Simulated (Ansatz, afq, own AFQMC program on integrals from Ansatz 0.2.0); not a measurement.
# SiH4 + NH, triplet: a scan with AFQMC

```xyz
7

Si   -0.9369    0.0215    0.0000
H    -1.4318    1.4212    0.0000
H    -1.4318   -0.6784    1.2122
H    -1.4318   -0.6784   -1.2122
H     0.5477    0.0215    0.0000
N     1.9861    0.0215    0.0000
H     2.2552   -0.9828    0.0000
```

A hydrogen atom is moved from one rigid fragment to the other; the Si1–H5 distance tells how far. The two fragments are held close together, so this isn't a minimum-energy path and the start is a compressed complex. Energies in mEh count from this geometry (1.485 Å) at the same level; the start stands on UHF, each point on the determinant named.

Basis cc-pVDZ. Only valence electrons are correlated. Ansatz 0.2.0 and our own AFQMC program on the same integrals; the CISD trial comes from CCSD amplitudes, and released means the phaseless constraint is let go. Uncertainties: one standard error, sampling alone.

Cautions, each for one point or more: lower spins were not checked.

```tsv
r(Si1–H5) / Å	det.	T1	weight	⟨S²⟩	B3LYP	PBE0	CCSD(T)
1.598	UHF	0.017	0.87	2.04	-2.8	-3.4	0.0
1.655	UHF	0.017	0.87	2.04	-4.2	-5.1	-0.7
1.712	UHF	0.016	0.87	2.04	-6.0	-7.3	-2.3
1.769	UHF	0.015	0.87	2.04	-7.9	-9.5	-4.5
1.883	UHF	0.014	0.88	2.02	-8.8	-10.9	-6.7
```

(1) Estimate the curve of CCSDT(Q), counted from the same start.

Results:

(1) 
```
r(Si1–H5) / Å  det.     T1  weight  ⟨S²⟩  CCSDT(Q)  ph-AFQMC/CISD  released AFQMC
        1.598   UHF  0.017    0.87  2.04      -0.2      0.0 ± 0.1               –
        1.655   UHF  0.017    0.87  2.04      -0.9     -0.9 ± 0.2      -1.0 ± 0.2
        1.712   UHF  0.016    0.87  2.04      -2.4     -2.5 ± 0.2      -2.3 ± 0.2
        1.769   UHF  0.015    0.87  2.04      -4.6     -4.7 ± 0.2               –
        1.883   UHF  0.014    0.88  2.02      -6.7     -6.8 ± 0.2      -6.6 ± 0.2
```

Weight is that of the determinant in the CISD state; at the start T1 is 0.016 and the weight 0.87, and ⟨S²⟩ is 2.03. A dash marks a missing value, a released energy that hasn't settled or a functional that sits on another state. Largest departures from CCSDT(Q), at the points where its series has closed: CCSD(T) 0.2 mEh at 1.655 (on UHF), ph-AFQMC/CISD -0.2 mEh at 1.769 (on UHF) (within the noise), released AFQMC -0.2 mEh at 1.655 (on UHF) (within the noise), B3LYP -3.5 mEh at 1.712, PBE0 -4.9 mEh at 1.769. Functionals count only at points shown to share the start's state and spin. In this small basis the wave-function levels are far from their limit, so their gap to the functionals isn't the functionals' error.

A walk keeps the symmetry of its determinant, which the program's search chose and which needn't be the lowest solution, so a lower state of the same spin and another symmetry isn't excluded. Released energies are given only where the last usable release times agree within the noise; a slower fall can still hide under it.
